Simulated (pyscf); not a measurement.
## Substitution at Si: OH• (SMILES [OH]) + HO–Si(OH)(OH)–OH (SMILES O[Si](O)(O)O) -> HO–Si(OH)(OH)–OH (SMILES O[Si](O)(O)O) + OH• (SMILES [OH])

Gas phase, doublet surface, charge 0. Bonds broken: Si2–O10. Bonds formed: O1–Si2. Structures and frequencies: ωB97X-D3(BJ)/def2-SVP in PySCF.

Transition state (Å):

```xyz
11

O      1.3072     1.3780    -0.7450
Si     0.6020     0.1650     0.5162
O      0.2551     1.2940     1.6847
O     -0.1807    -1.2795     0.8667
O      2.1466    -0.4772     0.6232
H      1.6863     0.8656    -1.4800
H      1.0231     1.6393     2.1499
H     -1.1305    -1.2729     0.7157
H      2.1059    -1.3652     0.9980
O     -0.6036     0.6015    -0.7563
H     -0.8806     1.5249    -0.6466
```

One imaginary mode, 149i cm⁻¹; descent along it reached the two sides named, in the forms told below.

| bond | change | reactant side (Å) | saddle | product side |
|---|---|---|---|---|
| Si2–O10 | breaks | 1.646 | 1.807 | 3.4 |
| O1–Si2 | forms | 3.4 | 1.887 | 1.644 |

Electronic energies relative to the separated reactants (kcal/mol):

```json
[
 {"level": "ωB97X-D3(BJ)/def2-TZVP", "barrier": "5.8", "reaction energy": "0.0", "reverse barrier": "5.8"},
 {"level": "PBE/def2-TZVP", "barrier": "-5.8", "reaction energy": "0.0", "reverse barrier": "-5.8"},
 {"level": "r²SCAN/def2-TZVP", "barrier": "-1.5", "reaction energy": "0.0", "reverse barrier": "-1.5"},
 {"level": "B3LYP-D3(BJ)/def2-TZVP", "barrier": "3.3", "reaction energy": "0.0", "reverse barrier": "3.3"},
 {"level": "PBE0-D3(BJ)/def2-TZVP", "barrier": "2.7", "reaction energy": "0.0", "reverse barrier": "2.7"},
 {"level": "M06-2X/def2-TZVP", "barrier": "7.2", "reaction energy": "0.0", "reverse barrier": "7.2"},
 {"level": "ωB97M-D3(BJ)/def2-TZVP", "barrier": "6.1", "reaction energy": "0.0", "reverse barrier": "6.1"},
 {"level": "HF/def2-TZVP", "barrier": "37.5", "reaction energy": "0.0", "reverse barrier": "37.5"}
]
```

With ωB97M-D3(BJ)/def2-TZVP energies and thermal terms (ideal gas, 1 atm, RRHO with modes under 100 cm⁻¹ raised to 100, one conformer, R ln 2 for chiral ones without a mode under 150 cm⁻¹), in kcal/mol:

| T (K) | ΔH‡ | ΔG‡ | ΔH | ΔG |
|---|---|---|---|---|
| 298 | 7.9 | 18.7 | 0.0 | 0.0 |
| 600 | 7.5 | 29.9 | 0.0 | 0.0 |
| 900 | 7.5 | 41.0 | 0.0 | 0.0 |
| 1200 | 7.7 | 52.2 | 0.0 | 0.0 |

On the reactant side the descent ends in a complex (not fully relaxed), 7.7 kcal/mol under the separated species and 13.5 kcal/mol under the saddle at ωB97X-D3(BJ)/def2-TZVP. On the product side the descent ends in a complex (not fully relaxed), 7.7 kcal/mol under the separated species and 13.5 kcal/mol under the saddle at ωB97X-D3(BJ)/def2-TZVP. At PBE, r²SCAN the saddle lies under the separated reactants, which points to a path from their complex (located at ωB97X-D3(BJ) alone). At PBE, r²SCAN the saddle lies under the separated products, which points to a path from their complex (located at ωB97X-D3(BJ) alone). This is the saddle that the search found; another between the same sides may lie lower. The angle at the attacked Si is 68° (front-side attack). Left out: orbital degeneracy and the spin-orbit lowering of OH.
